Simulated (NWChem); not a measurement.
A series in which one site is exchanged, each optimised at PBE0/def2-SVP with NWChem, gas phase unless a solvent is named. def2 effective core potentials on Ag; no spin-orbit coupling.

A: Cl (HCl; site = H)
B: [Cu][Cl] (CuCl; site = Cu)
C: [Cl][Na] (NaCl; site = Na)
D: [Ag][Cl] (AgCl; site = Ag)

Problem. Rank them by lowest singlet excitation, PBE/def2-SVPD, TDA (eV), lowest first.

Solution. B (2.11), D (2.41), C (3.13), A (7.38)
